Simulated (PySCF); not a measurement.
## Vertical excitation energies

Compound: C3H8O2S.
SMILES: `CCS(C)(=O)=O`

Level of theory: TDDFT CAM-B3LYP/def2-SVPD, vertical, gas phase, core orbitals frozen in the response in PySCF. One conformer (not necessarily the lowest) at the PBE0-D3(BJ)/def2-SVP geometry, without solvent, vibrations or thermal averaging. Torsions of this conformer, `[CH3:1][CH2:2][S:3]([CH3:4])(=[O:5])=[O:6]`: C1–C2–S3–C4 -179°.

**Question.** List the vertical singlet excitations with oscillator strengths and describe the spectrum.

**Answer.** 

```tsv
state	E (eV)	ν̃ (cm⁻¹)	f	main configurations (H = HOMO, L = LUMO)
S1	7.56	60960	0.016	H→L (86%)
S2	7.96	64160	0.014	H-1→L (84%)
S3	8.36	67440	0.0061	H-2→L (46%), H→L+1 (15%), H→L+2 (15%)
S4	8.36	67470	0.018	H→L+1 (44%), H-2→L (16%), H→L+8 (13%)
S5	8.67	69910	0.026	H-3→L (67%), H-1→L+2 (12%)
S6	8.77	70690	0.0001	H→L+2 (61%)
S7	8.83	71220	0.021	H-1→L+1 (61%), H→L+3 (9%)
S8	8.83	71250	0.128	H→L+3 (71%)
S9	8.98	72400	0.074	H→L+4 (57%), H→L+1 (14%)
S10	9.01	72690	0.0004	H-1→L+3 (66%), H-1→L+4 (12%)
```

Triplets (Tamm–Dancoff): T1 7.36 eV, H→L (76%); T2 7.61 eV, H-1→L (56%), H-1→L+8 (15%); T3 8.09 eV, H→L+1 (35%), H→L+4 (26%), H→L (9%); T4 8.13 eV, H-2→L (54%), H-2→L+8 (10%).

The lowest singlet comes at 164 nm (729 kJ/mol) in the vacuum ultraviolet; it is weak; its leading configuration is HOMO→LUMO (86%). The most intense listed level is S8 at 8.83 eV (140 nm, f = 0.128), 1.27 eV above S1. S3/S4 and S7/S8 lie within about 0.01 eV of each other in each set. Löwdin shares by element: HOMO oxygen 54%, carbon 14% or more, sulfur 13% (atoms not listed hold the other 19%); LUMO sulfur 31%, carbon 18% or more, hydrogen 9% or more (atoms not listed hold the other 42%). Of the 10 states listed, 7 reach f = 0.01 and 2 stay under 0.0005. Weighted by f, the mean energy of these states is 8.71 eV. Orbital energies (eV): HOMO-3 -10.85, HOMO-2 -10.64, HOMO-1 -10.07, HOMO -9.76, LUMO 0.70, LUMO+1 1.45, LUMO+2 1.71. The vertical ionisation energy (ΔSCF) is 10.61 eV, 1.59 eV above S10. Singlets were solved by full linear response, triplets in the Tamm–Dancoff approximation.
